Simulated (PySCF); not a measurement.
# Fluorocyanoacetylene (C₃FN): geometry, spin-spin couplings

What spin-spin couplings should Fluorocyanoacetylene (C₃FN) (`N#CC#CF`) show?

The runs use PySCF 2.14.0, with density-fitted response routines of our own; the level of theory stands in each step. All values are computed, except where a source is named. Atoms count from 0, in the outputs and in this text.

## 1. The molecule as given

5 atoms, charge 0, multiplicity 1; geometry from: MMFF94s.

Bonds of the start (Å): N0–C1 1.16, C1–C2 1.54, C2–C3 1.20, C3–F4 1.34.

## 2. Relaxing the molecule at PBE0-D3(BJ)/def2-SVP

The job: settings as JSON, then the geometry in Å.

```
{"job": {"xc": "PBE0", "basis": "def2-SVP", "d3": "d3bj", "grid": 1, "kind": "geom"}, "charge": 0, "multiplicity": 1}
N     -2.555196     0.078648    -0.441622
C     -1.414743     0.043545    -0.233012
C      0.097015    -0.002986     0.043518
C      1.276346    -0.039285     0.259240
F      2.596577    -0.079921     0.500736
```

On the command line:

```console
$ OMP_NUM_THREADS=1 python probes_run.py task.json out
```

This one command runs all jobs of the session in turn.

**Question.** This job is followed by: B3LYP/cc-pVTZ indirect spin-spin coupling, non-relativistic, gas phase; B3LYP/6-31G* indirect spin-spin coupling, non-relativistic, gas phase. What will the session give for the following? point group; rotational constants (main isotopes); largest coupling of the table (B3LYP/cc-pVTZ); range of J(C2,C3), mean over like pairs.

The runs gave:

```
                                     quantity                    value
                                  point group                      C∞v
         rotational constants (main isotopes)           2.07, 2.07 GHz
largest coupling of the table (B3LYP/cc-pVTZ)  1J(C,C) C2–C3, 476.1 Hz
      range of J(C2,C3), mean over like pairs        287.7 to 476.1 Hz
```

**Reading.** Over 10 steps the energy fell by 0.667 eV; of the close pairs, C1–C2 changed most, 1.538 to 1.375 Å. Of the pairs tabulated at B3LYP/cc-pVTZ, C2–C3 couples most strongly (476.1 Hz; Fermi contact 451.2 Hz). The coupling C2–C3, as a mean over pairs of its kind, runs from 287.7 Hz (B3LYP/6-31G*) to 476.1 Hz (B3LYP/cc-pVTZ). Couplings from bases without tight functions are rough.
